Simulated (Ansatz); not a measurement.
# 1T (CdI2-type) SnSe2

Computed with PBEsol in Ansatz (PAW).

Numerical settings: plane-wave cutoff 520 eV, 12×12×6 k mesh (along the axes of the cell as run), scalar-relativistic PAW data made under PBE.

Cell (measured lattice):

```xyz
3
Lattice="3.8110 0.0000 0.0000 -1.9055 3.3004 0.0000 0.0000 0.0000 6.1400" Properties=species:S:1:pos:R:3 pbc="T T T"
Sn     0.0000     0.0000     0.0000
Se     0.0000     2.2003     1.5883
Se     1.9055     1.1001     4.5517
```

```yaml
elastic constant C11: 104 GPa
elastic constant C12: 28.8 GPa
elastic constant C13: 12.8 GPa
elastic constant C33: 19.7 GPa
elastic constant C44: 7.72 GPa
elastic constant C66: 37.5 GPa
Voigt–Reuss–Hill bulk modulus: 28.1 GPa
polycrystal shear modulus (Hill average): 17.1 GPa
young_modulus: 42.7 GPa
poisson_ratio: 0.247
```

Note: the cell isn't this level's own, so it is under some stress, which shifts stiffness and frequencies.

Elastic constants are with the ions relaxed.

Spin–orbit coupling is not included.

Static lattice: no zero-point or thermal effects.

Ansatz is an electronic-structure program.
